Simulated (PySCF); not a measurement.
SiH2, SMILES [SiH2] (connectivity only; charge and spin as stated), neutral, multiplicity 1.

The structure is a stationary point at r2SCAN-D4/def2-TZVPD. The isomer is the one that the SMILES or the coordinates give; other isomers of the formula were not compared.

Computed with PySCF with PBE/def2-TZVPD.

The molecule is in vacuum.

```yaml
total_energy: -290.45815 hartree
point_group: C2v
highest_occupied_level: -5.86 eV
lowest_empty_level: -4.04 eV
orbital_gap: 1.82 eV
dipole_moment: 0.14 D
quadrupole, principal values (traceless, Buckingham form, about the centre of nuclear charge): -3.68, -0.95, 4.63 D·Å
mean_static_polarisability: 36.9 bohr³ (5.47 Å³)
polarisability_principal_values: 31.6, 38.6, 40.7 bohr³
```
